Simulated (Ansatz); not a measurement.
## doublet BF₂: levels of theory in one basis

```yaml
atoms:
  - { symbol: F, position_ang: [0.0000, 0.6747, -1.1926] }
  - { symbol: B, position_ang: [0.0000, 0.0000, 0.0000] }
  - { symbol: F, position_ang: [0.0000, 0.6747, 1.1926] }
```

Basis set: def2-SVP (spherical functions). Correlated methods keep 3 orbitals frozen. Correlation on ROHF uses semicanonical orbitals with singles. Charge 0, multiplicity 2.

Computed with Ansatz (development build ahead of 0.2.0); each method stands on the lowest determinant of its kind that the runs found.

```json
{"method": "ROHF", "E − E(ROHF) (eV)": "0.00", "<S²> of the determinant": "–"}
{"method": "UHF", "E − E(ROHF) (eV)": "-0.03", "<S²> of the determinant": "0.75"}
{"method": "ROHF-MP2", "E − E(ROHF) (eV)": "-11.78", "<S²> of the determinant": "–"}
{"method": "UHF-MP2", "E − E(ROHF) (eV)": "-11.79", "<S²> of the determinant": "0.75"}
```

Q: What does ROHF-CCSD(T) give on the same scale?

A: -12.19 eV.
